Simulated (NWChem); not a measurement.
Species: BF3; SMILES FB(F)F

```xyz
4

B      0.0000     0.0000    -0.0023
F     -0.3492    -1.2763     0.0004
F     -0.9307     0.9406     0.0004
F      1.2799     0.3357     0.0004
```
Atoms are numbered in this order, from 1.

Computed with NWChem. Pople sets run with spherical d functions. The geometry was optimised at PBE-D3(BJ)/def2-SVP. Vertical excitations in the gas phase; the lowest state need not have the same character in each row.

```json
[
 {"level": "PBE/6-31+G*, TDA", "lowest excitation, singlet (eV)": "9.32", "orbital gap (eV)": "9.26"},
 {"level": "B3LYP/6-31+G*, TDA", "lowest excitation, singlet (eV)": "10.30", "orbital gap (eV)": "11.46"},
 {"level": "Hartree-Fock/6-31+G*, CIS", "lowest excitation, singlet (eV)": "13.55", "orbital gap (eV)": "19.51"},
 {"level": "BHandHLYP/6-31+G*, TDA", "lowest excitation, singlet (eV)": "___", "orbital gap (eV)": "___"}
]
```

Q: Some entries are withheld; supply them.

A: 
- BHandHLYP/6-31+G*, TDA, lowest excitation, singlet (eV): 11.52
- BHandHLYP/6-31+G*, TDA, orbital gap (eV): 14.67
